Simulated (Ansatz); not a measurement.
Born–Oppenheimer molecular dynamics of AlFH₃N (6 atoms, charge 0, multiplicity 1). It starts at the highest image of a converged band. Of that band: The profile has 3 maxima (images 2, 4, 7) with wells between them (images 3, 5): this band takes more than one step, which may be the mechanism or a detour left from its start path. Neighbouring images differ by up to 2.5 eV, so the band resolves the path poorly. A vibrational analysis at the climbing image gives one clearly imaginary mode, 1373i cm⁻¹: a first-order saddle point.

Computed with Ansatz, RKS PBE0-D4/def2-SVP.

* ensemble: NVE (velocity Verlet)
* time step: 0.5 fs
* steps asked: 200
* starting velocities drawn for: 100 K
* seed: 7005

Frames 2.5 fs apart, positions in Å, forces in eV/Å.

Velocities at 70 fs (Å/ps):

```
Al -7.11 -5.75 3.86
N 0.60 5.68 4.30
H -26.60 8.70 -15.32
H 72.12 -24.50 40.76
H -12.78 92.27 -92.61
F 7.92 -0.08 -5.09
```

```xyz
6
Properties=species:S:1:pos:R:3:forces:R:3 time_fs=70 energy_less_start_eV=-1.555 T=3107
Al 0.110 -0.372 0.030 0.75 0.85 -3.60
N 0.993 -0.104 1.544 -0.82 -0.42 0.63
H 0.961 0.911 1.647 0.06 0.10 0.52
H 0.496 -0.521 2.347 0.61 0.37 -0.02
H 1.059 -1.231 -1.370 -1.54 0.74 1.75
F -0.963 0.892 -0.532 0.95 -1.62 0.72
6
Properties=species:S:1:pos:R:3:forces:R:3 time_fs=72.5 energy_less_start_eV=-1.445 T=2894
Al 0.093 -0.385 0.036 0.98 1.30 -3.46
N 0.992 -0.091 1.556 -1.03 -0.60 0.60
H 0.896 0.932 1.627 0.08 -0.32 0.70
H 0.695 -0.566 2.440 0.56 0.84 -0.82
H 0.983 -0.983 -1.545 -1.28 0.19 2.09
F -0.941 0.890 -0.544 0.68 -1.41 0.89
6
Properties=species:S:1:pos:R:3:forces:R:3 time_fs=75 energy_less_start_eV=-1.487 T=2974
Al 0.079 -0.396 0.034 1.20 1.72 -2.76
N 0.987 -0.081 1.571 -0.98 -0.52 -0.09
H 0.836 0.937 1.647 0.15 -0.37 0.70
H 0.926 -0.564 2.487 0.13 0.70 -0.86
H 0.832 -0.725 -1.597 -0.76 -0.51 1.97
F -0.918 0.882 -0.553 0.25 -1.00 1.03
6
Properties=species:S:1:pos:R:3:forces:R:3 time_fs=77.5 energy_less_start_eV=-1.474 T=2947
Al 0.067 -0.402 0.026 1.30 1.96 -1.18
N 0.978 -0.072 1.585 -0.95 -0.60 -0.86
H 0.784 0.921 1.708 0.08 0.07 0.51
H 1.166 -0.522 2.485 -0.13 0.18 -0.57
H 0.636 -0.498 -1.535 0.12 -1.29 0.95
F -0.894 0.872 -0.558 -0.42 -0.32 1.15
6
Properties=species:S:1:pos:R:3:forces:R:3 time_fs=80 energy_less_start_eV=-1.046 T=2121
Al 0.058 -0.404 0.016 1.23 1.66 1.69
N 0.965 -0.067 1.595 -0.70 -0.50 -0.57
H 0.737 0.907 1.800 -0.02 0.02 0.20
H 1.398 -0.468 2.445 -0.49 0.01 -1.01
H 0.450 -0.347 -1.424 1.28 -1.87 -1.52
F -0.871 0.861 -0.560 -1.28 0.68 1.21
6
Properties=species:S:1:pos:R:3:forces:R:3 time_fs=82.5 energy_less_start_eV=-0.666 T=1391
Al 0.051 -0.403 0.009 1.61 1.05 3.28
N 0.949 -0.063 1.604 -0.36 0.00 -0.18
H 0.690 0.892 1.903 -0.01 -0.51 -0.14
H 1.599 -0.412 2.345 -0.95 -0.06 -1.27
H 0.336 -0.306 -1.399 1.67 -2.07 -2.82
F -0.853 0.852 -0.558 -1.96 1.58 1.14
6
Properties=species:S:1:pos:R:3:forces:R:3 time_fs=85 energy_less_start_eV=-1.023 T=2077
Al 0.049 -0.399 0.009 2.30 0.83 1.33
N 0.932 -0.059 1.611 -0.40 -0.04 -0.66
H 0.641 0.850 1.999 -0.04 -0.43 -0.19
H 1.746 -0.360 2.173 -0.83 -0.21 -0.77
H 0.316 -0.387 -1.523 1.05 -1.97 -0.61
F -0.840 0.848 -0.552 -2.07 1.82 0.90
6
Properties=species:S:1:pos:R:3:forces:R:3 time_fs=87.5 energy_less_start_eV=-1.337 T=2684
Al 0.051 -0.394 0.012 2.51 0.50 -0.58
N 0.912 -0.056 1.615 -0.35 -0.75 -1.34
H 0.590 0.783 2.086 -0.02 0.03 0.11
H 1.845 -0.319 1.955 -0.67 -0.07 -0.23
H 0.360 -0.584 -1.686 0.39 -1.31 1.49
F -0.834 0.849 -0.544 -1.86 1.60 0.54
6
Properties=species:S:1:pos:R:3:forces:R:3 time_fs=90 energy_less_start_eV=-1.428 T=2861
Al 0.059 -0.387 0.013 2.24 0.09 -1.38
N 0.892 -0.056 1.614 0.12 -1.07 -1.51
H 0.540 0.715 2.177 0.37 -0.13 0.04
H 1.899 -0.281 1.723 -1.11 0.33 0.31
H 0.427 -0.858 -1.765 -0.04 -0.45 2.35
F -0.834 0.856 -0.534 -1.57 1.23 0.19
6
Properties=species:S:1:pos:R:3:forces:R:3 time_fs=92.5 energy_less_start_eV=-1.519 T=3038
Al 0.072 -0.380 0.012 1.63 -0.29 -1.67
N 0.871 -0.061 1.606 0.00 -0.90 -1.39
H 0.512 0.639 2.268 0.76 -0.41 -0.37
H 1.891 -0.226 1.511 -0.86 0.45 0.97
H 0.493 -1.159 -1.707 -0.30 0.36 2.53
F -0.839 0.866 -0.523 -1.24 0.80 -0.07
6
Properties=species:S:1:pos:R:3:forces:R:3 time_fs=95 energy_less_start_eV=-1.750 T=3484
Al 0.088 -0.374 0.007 0.81 -0.62 -1.66
N 0.851 -0.069 1.593 -0.47 -0.98 -1.24
H 0.527 0.541 2.341 0.64 -0.08 -0.28
H 1.837 -0.145 1.354 0.31 0.32 1.21
H 0.542 -1.439 -1.499 -0.46 1.05 2.23
F -0.847 0.879 -0.512 -0.83 0.30 -0.25
6
Properties=species:S:1:pos:R:3:forces:R:3 time_fs=97.5 energy_less_start_eV=-2.044 T=4050
Al 0.107 -0.369 -0.001 -0.08 -0.77 -1.31
N 0.828 -0.081 1.574 0.08 -0.90 -0.86
H 0.579 0.440 2.397 0.26 0.27 0.02
H 1.796 -0.044 1.268 0.63 0.16 1.14
H 0.563 -1.657 -1.161 -0.51 1.46 1.40
F -0.859 0.893 -0.503 -0.38 -0.22 -0.39
```

Of the whole run (100 fs, mean temperature of the second half 2874 K): The conserved energy stayed within 0.35 meV per atom of its start (net change -0.35 meV per atom), so the integration is sound. The kinetic energy rose, since the run started high on the potential surface and went downhill. A run of 0.1 ps of so small a system gives no equilibrium averages. The orbitals stay closed-shell, which can raise the energy where a bond breaks towards radicals; this wasn't checked here.

The run took 2.4 min on 1 thread of Intel(R) Xeon(R) 6975P-C (Granite Rapids), on a shared host, peak memory 0.13 GiB.
